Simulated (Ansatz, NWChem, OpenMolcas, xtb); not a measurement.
AlClO (SMILES [O]=[Al][Cl]): the vertical ionisation energy, rung by rung

The species is AlClO (3 atoms), meant as a singlet with charge 0. As SMILES, `[O]=[Al][Cl]`. Geometry: a GFN2-xTB relaxation, a rough one for these elements and not checked as a minimum.

```xyz
3

O     0.1075    1.6943    0.2460
Al    0.0093    0.1472    0.0214
Cl   -0.1168   -1.8415   -0.2673
```

Each level gives the vertical ionisation energy (to the doublet cation) (eV). The values are calculated.

| level | kind | program | value (eV) |
| --- | --- | --- | --- |
| GFN1-xTB | semi-empirical | xtb | 16.94 |
| GFN2-xTB | semi-empirical | xtb | 16.03 |
| HF/STO-3G | Hartree–Fock | Ansatz | 4.02 |
| HF/STO-3G, open shells restricted | Hartree–Fock | OpenMolcas | 4.06 |
| SVWN5/STO-3G | LDA | OpenMolcas | 7.36 |
| BLYP/STO-3G | GGA | Ansatz | ? |
| PBE/STO-3G | GGA | Ansatz | ? |
| revPBE/STO-3G | GGA | Ansatz | 6.97 |
| r2SCAN/STO-3G | meta-GGA | OpenMolcas | 6.87 |
| M05/cc-pVDZ | hybrid meta-GGA | NWChem | 10.07 |

Problem. Estimate the missing values from the other rows.

Solution. As computed at these levels: BLYP/STO-3G: 6.89 eV; PBE/STO-3G: 7.06 eV. The values span 4.02 to 16.94 eV. The xTB values lack the empirical shift that such differences need.
